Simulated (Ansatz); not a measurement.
This geometry of CH3 + H2 (6 atoms, charge 0, multiplicity 2) is a first-order saddle point.

Theory: UKS r2SCANh-D4/def2-SVPD in Ansatz.

```xyz
6
Properties=species:S:1:pos:R:3
H -0.688 -0.628 0.101
H -1.338 -1.217 0.194
C 0.383 0.349 -0.056
H 1.269 -0.286 -0.038
H 0.138 0.798 -1.018
H 0.236 0.985 0.818
```

(1) Which two structures does it join? (They come from a converged band through this point; their orientation in space is the band's.)

(2) How far does it lie above each of them?

Answers

(1) Bonds broken: H1–H2. Bonds formed: H1–C3. CH3 + H2 becomes CH4 + H.

Image 0:

```xyz
6
Properties=species:S:1:pos:R:3
H -1.355 -1.233 0.196
H -1.913 -1.739 0.277
C 0.815 0.742 -0.118
H 1.553 -0.055 -0.076
H 0.401 1.048 -1.075
H 0.499 1.238 0.795
```

Image 6:

```xyz
6
Properties=species:S:1:pos:R:3
H -0.393 -0.357 0.056
H -2.064 -1.878 0.300
C 0.414 0.376 -0.060
H 1.379 -0.141 -0.058
H 0.286 0.910 -1.008
H 0.379 1.090 0.770
```

(2) 7.0 kcal/mol above the first and 9.4 kcal/mol above the second. This is the barrier of this one path; another mechanism may lie lower.

Time of the run: 46 s on 2 threads of Arm Neoverse V2, with other jobs on the host, peak memory 0.13 GiB.
